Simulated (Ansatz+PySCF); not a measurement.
A calculation with Ansatz (development build ahead of 0.2.0).

```yaml
crystal:
  periodic: [false, false, false]
  atoms:
    - { symbol: S, position_ang: [-0.03521, 0.02338, -0.02671] }
    - { symbol: O, position_ang: [1.41361, -0.03199, 0.02645] }
    - { symbol: O, position_ang: [-0.7472, 1.28879, -0.01285] }
    - { symbol: O, position_ang: [-0.7399, -1.2796, 0.03401] }
basis:
  gaussian: { orbitals: def2-SVP }
magnetization:
  spin_polarized: true
hamiltonian:
  xc: { name: wB97X }
scf:
  omitted_lower_state_checks: [starts, atomic_configurations, cluster_reference, orbital_swaps, given_window_search, neighbouring_geometries, increment]
output:
  forces: true
```

The input is written out in the form of the current development build from the run's settings.

The run gave:

```yaml
Converged: yes
Total_energy: -623.38919 hartree
Spin_squared_of_the_determinant: 0.000
Stability_test: minimum
```

Forces (eV/Å):
```json
{"atom": "S1", "Fx": "-0.471", "Fy": "-2.005", "Fz": "0.821"}
{"atom": "O2", "Fx": "-0.872", "Fy": "0.474", "Fz": "-0.264"}
{"atom": "O3", "Fx": "0.513", "Fy": "-1.110", "Fz": "-0.222"}
{"atom": "O4", "Fx": "0.830", "Fy": "2.641", "Fz": "-0.335"}
```
